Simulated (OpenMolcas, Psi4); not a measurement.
# How methods differ on [BF2]+ (SMILES F[B+]F)

[BF2]+: 3 atoms, total charge +1, spin state singlet. SMILES: `F[B+]F`. The coordinates come from a PBE0-D4/def2-TZVP relaxation.

| atom | x (Å) | y (Å) | z (Å) |
| --- | --- | --- | --- |
| F | 0.3297 | 1.1405 | 0.3077 |
| B | 0.0000 | 0.0000 | 0.0000 |
| F | -0.3297 | -1.1405 | -0.3077 |

Quantity: the vertical ionisation energy (to the doublet dication), in eV. The values are calculated.

```
          level                    kind     program  value (eV)  CPU time (all runs)
   BLYP/cc-pVTZ                     GGA        Psi4       25.60                 49 s
  M06-L/cc-pVTZ                meta-GGA        Psi4       25.67                 75 s
   TPSS/cc-pVTZ                meta-GGA  OpenMolcas       25.64                 98 s
wB97M-V/cc-pVTZ  range-separated hybrid        Psi4       26.29              2.3 min
wB97X-V/cc-pVTZ  range-separated hybrid        Psi4       26.33                 93 s
  wB97X/cc-pVTZ  range-separated hybrid        Psi4       26.32                 68 s
    MP2/cc-pVTZ     perturbation theory        Psi4       27.21                 29 s
   CCSD/cc-pVTZ   coupled cluster or CI        Psi4       26.59              2.9 min
```

The values span 25.60 to 27.21 eV. Spin contamination of the reference (⟨S²⟩ at least 0.1 too high) touches MP2/cc-pVTZ, CCSD/cc-pVTZ. CPU times are rough (shared hosts, several kinds of processor): they show what a rung costs within a factor of a few.
